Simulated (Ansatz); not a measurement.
Be$_{3}$Ag: short dynamics, then relaxation

A packing of 20 atoms, thrown in at random and pushed apart as soft spheres with like charges further apart (5 Ag, 15 Be) went through Langevin stages in a fixed cell of 10.58 Å³/atom, at one k point, without spin and with a Fermi–Dirac width of kT (0.05 eV at least). These are results of DFT PBE, scalar-relativistic, plane waves, PAW (Ansatz), not measurements.

```csv
thermostat (K),duration (fs),friction (1/fs),cutoff (eV),mean T (K),mean P (GPa),mean square displacement (Å²)
2140,36,0.030,320,2183,17.2,0.25
2140,375,0.030,420,2234,14.7,0.86
1540,375,0.030,420,1471,9.8,0.46
860,375,0.030,420,937,7.1,0.22
300,375,0.030,420,282,3.2,0.10
```

Means run over the second half of a stage; pressure includes the kinetic part; displacements count from the stage's start, the atoms' common shift taken off. In so short a run the atoms moved about a bond length or less in the hot stages, so this is an annealed packing, not a quenched equilibrium liquid.

Cell and atoms were then relaxed on coarser meshes and computed once more: Settings: cutoff 420 eV, Γ-centred mesh 6×6×6 on the computed 20-atom cell, Gaussian smearing of 0.10 eV; no spin polarisation.

Problem. What structure is left?

Solution. One draw of many: 10.62 Å³/atom with no gap on the mesh, 0.15 eV/atom above the elements' standard states (static lattices, no corrections for gases) (a random packing after short dynamics, relaxed).

Counting as bonded all pairs within 1.3 times the summed covalent radii:

```csv
atom → neighbour,mean count,mean length (Å),spread (Å)
Ag → Ag,4.40,3.18,0.24
Ag → Be,11.00,2.54,0.15
Be → Ag,3.67,2.54,0.15
Be → Be,5.73,2.30,0.10
```

Angles between all pairs of such bonds at an atom (mean ± spread): 95 ± 35° at Ag, 98 ± 34° at Be.

```
CELL_PARAMETERS angstrom
5.87406 0.01664 0.13893
0.01609 6.09298 0.00434
0.14193 0.00392 5.93656
ATOMIC_POSITIONS crystal
Be 0.61049 0.57292 0.83681
Be 0.70748 0.23879 0.72190
Be 0.48544 0.82973 0.43424
Be 0.39145 0.60050 0.18818
Be 0.72185 0.34778 0.08489
Be 0.07711 0.36775 0.27462
Be 0.97837 0.48233 0.76322
Be 0.34675 0.50951 0.57634
Be 0.58519 0.98691 0.04634
Be 0.95985 0.10440 0.95911
Be 0.20309 0.98764 0.20782
Be 0.09075 0.16031 0.59106
Be 0.74916 0.49835 0.46003
Be 0.11248 0.71658 0.44267
Be 0.84114 0.08491 0.32420
Ag 0.32068 0.29644 0.92077
Ag 0.80569 0.86324 0.67197
Ag 0.26832 0.81807 0.82235
Ag 0.87736 0.71300 0.13341
Ag 0.46128 0.21289 0.38197
```

The final mesh leaves forces up to 0.19 eV/Å and stresses up to 1.1 GPa: the relaxation ran on a coarser mesh, so the cell's shape, its bonds and its energy belong partly to that mesh.

Cost: 6 runs of about 30 core-minutes in all (earlier runs that led there not counted), on Arm Neoverse V2 (shared hosts).